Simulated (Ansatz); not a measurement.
# BeBH+ (doublet): wave-function methods side by side, def2-QZVPP

One table from this session's results is given with a row withheld; the runs are named, their logs left out.

The runs use Ansatz 0.2.0, Gaussian basis; def2-QZVPP, core rule «outside noble gas», up to 2 orbitals frozen.

Plan: UHF; ROHF; CCSD(T) on UHF.

2 further runs of the same task are left out: 2 set aside as unsound or not needed.

## What is computed

The geometry is a PBE0/def2-TZVP stationary point (not a proven minimum) of the parent state, kept for this charge and spin.

3 atoms, charge 1, spin multiplicity 2.

Atoms are counted from 1 here; the program's logs count them from 0.

Bond lengths: B1–Be2 1.916 Å, B1–H3 1.211 Å. Angles: Be2–B1–H3 119.4°.

The first run:

Input file in.yaml:

```yaml
crystal:
  periodic: [false, false, false]
  atoms:
    - {symbol: B, position_ang: [0.000000, -0.168110, 0.784165]}
    - {symbol: Be, position_ang: [0.000000, 0.113479, -1.111448]}
    - {symbol: H, position_ang: [0.000000, 0.788488, 1.526840]}
basis:
  gaussian: {orbitals: "def2-QZVPP.json"}
total_charge: 1
magnetization: {spin_polarized: true, initial_magnetization: 1}
hamiltonian: {xc: hf}
output: {orbitals: {seedname: orbitals}}
```

Run with:

```sh
ansatz run in.yaml --threads 1 --pin off --events-out ev --progress --plain --max-ram 2393MiB
```

Among the steps run: UHF; ROHF; CCSD(T) on UHF.

One table of the session follows, with a row left open; its other results are not shown here.

```
  method  from UCCSD(T) (kJ/mol)
    ROHF                  +316.6
     UHF                  +295.3
    UMP2                   +74.6
   UCCSD                       ?
UCCSD(T)                       0
```

**Question.** Estimate the row for UCCSD.

The run gave: from UCCSD(T) (kJ/mol): +9.0. In the column «from UCCSD(T) (kJ/mol)» it lies between UCCSD(T) (0) and UMP2 (+74.6).
